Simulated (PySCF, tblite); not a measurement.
Isomers of C4H7O (doublet state), one GFN2-xTB conformer each. Single-point energies are computed at B3LYP/pcH-1 (PySCF, gas phase, no added dispersion term), electronic only. GFN2-xTB treats the open shell by occupation alone, and not every SCF solution was tested for stability.

Problem. Rank them by B3LYP/pcH-1 energy, lowest first (kcal/mol).
A. `[CH2:1]=[C:2][CH2:3][CH2:4][OH:5]` (doublet state) with C1–C2–C3–C4 78°, C2–C3–C4–O5 -64°, C3–C4–O5–H 55°
B. `[CH2:1][C@@H:2]1[O:3][C@H:4]1[CH3:5]` (doublet state) with H–C1–C2–O3 -152° and 27°
C. `[CH3:1][CH2:2][CH2:3][C:4]=[O:5]` (doublet state) with C1–C2–C3–C4 180°, C2–C3–C4–O5 0°
D. `[OH:1][CH:2][CH:3]1[CH2:4][CH2:5]1` (doublet state) with H–O1–C2–C3 0°, O1–C2–C3–C4 -35°
E. `[CH3:1][CH:2][C:3]([CH3:4])=[O:5]` (doublet state) with C1–C2–C3–C4 180°

Solution. E (0.0), C (7.0), D (34.7), B (38.0), A (41.1).

As drawn, the highest has an O–H bond, which the lowest lacks. Neighbours under 5.0 kcal/mol apart (O[CH]C1CC1 and [CH2][C@@H]1O[C@H]1C; [CH2][C@@H]1O[C@H]1C and C=[C]CCO) can change places with a better method, another conformer or zero-point energy. GFN2-xTB itself gives, in the same order: 0.0, 10.7, 17.6, 19.8, 39.2. Both levels put the same isomer lowest; measured from each level's own lowest isomer, the values differ by up to 18.2 kcal/mol ([CH2][C@@H]1O[C@H]1C: 19.8 against 38.0).

Problem. What happens when harmonic zero-point energies from GFN2-xTB frequencies are added?

Solution. 
```tsv
SMILES	ZPE (kcal/mol)	electronic (kcal/mol)	with ZPE (kcal/mol)
C[CH]C(C)=O	60.7	0.0	0.0
CCC[C]=O	62.2	7.0	8.5
O[CH]C1CC1	61.4	34.7	35.4
[CH2][C@@H]1O[C@H]1C	60.9	38.0	38.2
C=[C]CCO	60.2	41.1	40.6
```

The zero-point energies span 2.0 kcal/mol. The order is unchanged.
